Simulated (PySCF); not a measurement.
# H3Si: the cost of one run

Program: PySCF 2.14.0. Level of theory: relaxation, HF, aug-cc-pvtz, and further levels as typed in the inputs. These are calculated values, not measurements.

### Step 1. The starting structure

Bond lengths: Si1–H2 1.448 Å, Si1–H3 1.474 Å, Si1–H4 1.463 Å. Angles: H2–Si1–H3 119.6°, H2–Si1–H4 121.5°, H3–Si1–H4 118.9°.

As a file:

```xyz
4

Si    0.0098   -0.0110   -0.0118
H     1.4579    0.0149    0.0024
H    -0.7402    1.2572    0.0063
H    -0.7316   -1.2720   -0.0023
```

### Step 2. Relaxation: H3Si, charge +1

File run.py:

```python
from pyscf import gto, scf
from pyscf.geomopt.geometric_solver import optimize
mol = gto.M(atom="mol.xyz", basis="aug-cc-pvtz", charge=1, verbose=4)
mf = scf.RHF(mol).run(conv_tol=1e-9)
m = optimize(mf, maxsteps=60)
print("optimised structure (A):")
for k in range(m.natm): print(m.atom_symbol(k), *(f"{x:.8f}" for x in m.atom_coords(unit="A")[k]))
```

Run with:

```bash
$ python run.py
```

**Question.** How long does this run take on 1 thread of Intel Xeon at 2.30GHz, shared host?

About 47 s.
